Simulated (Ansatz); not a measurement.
Total energies of `O[SiH]O` radical.

```xyz
6

O    -0.962   -0.595   -0.603
Si   -0.070    0.169    0.558
O     1.308    0.708   -0.152
H    -1.902   -0.692   -0.439
H     0.409   -0.779    1.612
H     1.217    1.190   -0.976
```

Total charge 0; spin multiplicity 2. The structure was optimised at the PBE0-D4/def2-TZVP level. It is one conformer, not always the lowest. Basis def2-TZVPP, Ansatz.

RPA on PBE orbitals: Hartree–Fock energy of these orbitals -440.50182 Eh, correlation -0.93163 Eh (frozen core).

| functional | kind | energy without D4 (Eh) | D4 term (kJ/mol) |
| --- | --- | --- | --- |
| LDA (SPW92) | LDA | -439.61649 | – |
| PBE | GGA | -441.55583 | -8.1 |
| revPBE | GGA | -441.75413 | -27.1 |
| r2SCAN | meta-GGA | -441.76944 | -1.8 |
| B97M-V | meta-GGA with VV10 | -441.74097 | – |
| PBE0 | global hybrid, 25 % exact exchange | -441.58262 | -6.7 |
| B3LYP | global hybrid, 20 % | -441.88987 | -13.3 |
| r2SCAN0 | meta-GGA hybrid, 25 % | -441.74226 | -2.2 |
| BHLYP | global hybrid, 50 % | -441.79453 | -9.8 |
| CAM-B3LYP | range-separated hybrid | -441.82831 | -6.7 |
| LC-ωPBE | long-range corrected hybrid | -441.68840 | – |
| ωB97X-V | range-separated hybrid GGA with VV10 | -441.76329 | – |
| ωB97M-V | range-separated hybrid meta-GGA with VV10 | -441.79625 | – |
| PBE-QIDH | double hybrid | -441.47858 | – |

(1) Give the same for BLYP, r2SCANh, HSE06 (plane-wave form), B2PLYP. (An estimate is asked.)

B3LYP takes the VWN-RPA correlation (the form of Gaussian; ORCA's B3LYP/G). HSE06 is the plane-wave form, built on full-range PBE exchange. The double hybrids freeze the cores in their second-order part.

Answers

(1) The calculation gave: 
```tsv
functional	kind	energy without D4 (Eh)	D4 term (kJ/mol)
BLYP	GGA	-441.84176	-18.6
r2SCANh	meta-GGA hybrid, 10 %	-441.75826	-1.9
HSE06 (plane-wave form)	screened hybrid	-441.56940	-6.2
B2PLYP	double hybrid	-441.65150	–
```

LC-ωPBE has ω = 0.4 bohr⁻¹.
